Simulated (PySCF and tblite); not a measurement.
The numbers below are computed, except where a source is named.
# Barrier and rate of a rearrangement

System: C₃H₃FN₂, numbered as in [F:1][c:2]1[cH:3][n:4][nH:5][cH:6]1.

Motion: shift of H on N5 from N5 to N4. The path came from a restrained scan, a climbing-image band and a saddle search at GFN2-xTB; energies are PBE0/pcSseg-1 + D3(BJ)//B3LYP-D3(BJ)/def2-SVP, thermal terms GFN2-xTB. Rates follow Eyring's equation with the number of equivalent paths and no tunnelling. Programs: tblite and PySCF.

| point | symmetry | E(GFN2) kcal/mol | E(DFT) kcal/mol | ZPE change kcal/mol | lowest mode cm⁻¹ | dipole D |
| --- | --- | --- | --- | --- | --- | --- |
| start | Cs | 0.0 | 0.0 | 0.00 | 314 | 2.43 |
| saddle | Cs | 45.7 | 49.6 | -4.05 | 1590i | 1.52 |
| end | Cs | 0.0 | 0.0 | 0.00 | 314 | 2.43 |

| Property | Result |
| --- | --- |
| Electronic barrier | 49.6 kcal/mol |
| Barrier with zero-point energy | 45.6 kcal/mol |
| ΔH‡ (298 K) | 45.5 kcal/mol |
| ΔS‡ (298 K, symmetry apart) | -0.1 cal/(mol K) |
| Paths | 2 equivalent paths |
| End point | the same structure with atoms interchanged, or its mirror image |
| Cost | 82 s on 1 thread of Arm Neoverse N1, on a host shared with other jobs (rough), peak memory 0.55 GiB, launched as `OMP_NUM_THREADS=1 python ens_run.py task.json out` |

```csv
T/K,ΔG‡ kcal/mol,k s⁻¹
400,45.6,2.1×10⁻¹²
500,45.6,2.4×10⁻⁷
```

ΔG and ΔG‡ leave out symmetry numbers and mirror images; rates count paths: 2 out.

Tunnelling of the moving H, left out here, will speed the real process. In real samples such hydrogens mostly exchange between molecules or through solvent, far faster than by this path.
